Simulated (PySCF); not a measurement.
Species: `C#CC/C=C\F`. The columns A, B, C and D hold Mulliken, IAO, Hirshfeld and ESP-fitted charges (e) of one PBE0/pcSseg-1 density (PySCF), in a shuffled order. Coordinates in Å (GFN2-xTB); the density's dipole moment is (-0.25, -0.64, 1.09) D.

```json
{"atom": "C1", "x": "2.431", "y": "0.860", "z": "0.510", "A": "-0.524", "B": "-0.347", "C": "-0.253", "D": "-0.127"}
{"atom": "C2", "x": "1.528", "y": "0.218", "z": "0.059", "A": "+0.062", "B": "+0.141", "C": "-0.020", "D": "-0.041"}
{"atom": "C3", "x": "0.411", "y": "-0.547", "z": "-0.466", "A": "+0.065", "B": "-0.116", "C": "-0.279", "D": "-0.051"}
{"atom": "C4", "x": "-0.807", "y": "-0.347", "z": "0.387", "A": "-0.235", "B": "-0.284", "C": "-0.195", "D": "-0.064"}
{"atom": "C5", "x": "-1.960", "y": "0.114", "z": "-0.058", "A": "-0.053", "B": "+0.270", "C": "+0.135", "D": "+0.040"}
{"atom": "F6", "x": "-2.156", "y": "0.437", "z": "-1.351", "A": "-0.117", "B": "-0.282", "C": "-0.275", "D": "-0.084"}
{"atom": "H7", "x": "3.232", "y": "1.419", "z": "0.889", "A": "+0.333", "B": "+0.043", "C": "+0.200", "D": "+0.090"}
{"atom": "H8", "x": "0.684", "y": "-1.608", "z": "-0.471", "A": "+0.065", "B": "+0.170", "C": "+0.176", "D": "+0.062"}
{"atom": "H9", "x": "0.207", "y": "-0.233", "z": "-1.492", "A": "+0.089", "B": "+0.164", "C": "+0.181", "D": "+0.057"}
{"atom": "H10", "x": "-0.715", "y": "-0.583", "z": "1.436", "A": "+0.151", "B": "+0.133", "C": "+0.169", "D": "+0.055"}
{"atom": "H11", "x": "-2.850", "y": "0.273", "z": "0.532", "A": "+0.165", "B": "+0.108", "C": "+0.160", "D": "+0.062"}
```

**Question.** Which column most likely holds the ESP-fitted charges?

**Answer.** A. Σ q r misses the density's dipole by 0.09 D (A), 0.60 D (D), 1.08 D (C), 2.77 D (B). Charges fitted to the outside potential are the only set here that is tied to the molecule's multipoles.

**Question.** And the Hirshfeld charges?

**Answer.** D. The mean sizes are 0.066 e (D), 0.169 e (A), 0.186 e (C), 0.187 e (B), and Hirshfeld charges are commonly the smallest of these schemes.

As computed, A = ESP-fitted, B = Mulliken, C = IAO, D = Hirshfeld. Hydrogens on carbon: ESP-fitted +0.07 to +0.33, Mulliken +0.04 to +0.17, IAO +0.16 to +0.20, Hirshfeld +0.06 to +0.09 e.

The ESP scheme fits charges at the nuclei, held to the total charge, to the electrostatic potential on points at 1.4 to 2.0 times the van der Waals radii. The Hirshfeld scheme divides the density at each point in proportion to the densities of the neutral, spherically averaged free atoms.

Geometry: GFN2-xTB, one conformer, isolated molecule.

The values belong to the conformer `[CH:1]#[C:2][CH2:3]/[CH:4]=[CH:5]\[F:6]`: C2–C3–C4–C5 122°.
